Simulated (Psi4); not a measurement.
# BFH2 (BH2F): an attempt with Psi4

Aim: the excited states of BFH2 (BH2F).

The calculation is run with Psi4 1.11.

### Step 1. The system as given

BFH2: 4 atoms, total charge 0, spin state singlet. As SMILES, `[H]B([H])F`. The shape comes from GFN2-xTB, which is rough for such elements, and wasn't checked as a minimum.

Bond lengths: B1–F4 1.306 Å, B1–H2 1.171 Å, B1–H3 1.171 Å. Angles: H2–B1–F4 117.3°, H3–B1–F4 117.3°, H2–B1–H3 125.4°.

### Step 2. The run

Input file bfh2.inp:

```
memory 1600 MB

molecule {
  0 1
  B
  H 1 1.171483
  H 1 1.171471 2 125.36319
  F 1 1.305725 3 117.32068 2 -179.82874
  symmetry c2h
}

set {
  basis           6-311++G**
  reference       rhf
  scf_type        pk
  freeze_core     true
  roots_per_irrep [3]
}

result, w = energy("eom-ccsd", return_wfn=True)
```

Run with:

```console
psi4 -i bfh2.inp -o bfh2.out -n 1
```

bfh2.out:

```text
Psi4 1.11 release

Molecule: geometry: Molecule is not complete, please use 'update_geometry'
                    once all variables are set.

RuntimeError:
Fatal Error: User specified point group (C2h(Z)) is not a subgroup of the highest detected point group (C1). If this is because the symmetry increased, try to start the calculation again from the last geometry, after checking any symmetry-dependent input, such as DOCC.

Printing out the relevant lines from the Psithon --> Python processed input file:
    core.set_global_option("BASIS", "6-311++G**")
    core.set_global_option("REFERENCE", "rhf")
    core.set_global_option("SCF_TYPE", "pk")
    core.set_global_option("FREEZE_CORE", "true")
    core.set_global_option("ROOTS_PER_IRREP", [3])
--> result, w = energy("eom-ccsd", return_wfn=True)

!----------------------------------------------------------------------------------!
!                                                                                  !
! Fatal Error: User specified point group (C2h(Z)) is not a subgroup of the        !
!     highest detected point group (C1). If this is because the symmetry           !
!     increased, try to start the calculation again from the last geometry, after  !
!     checking any symmetry-dependent input, such as DOCC.                         !
!                                                                                  !
!----------------------------------------------------------------------------------!

    Psi4 run time: 0:00:00.03
```

It took 0.78 s on 1 thread of Intel Xeon 6975P-C (Granite Rapids), shared host; peak memory 0.14 GiB.

### Step 3. Reading the log

The input was rejected.

The log says `Fatal Error: User specified point group`. The fault: the symmetry typed doesn't match the structure or state. To mend it: symmetry c1 in place of c2h.
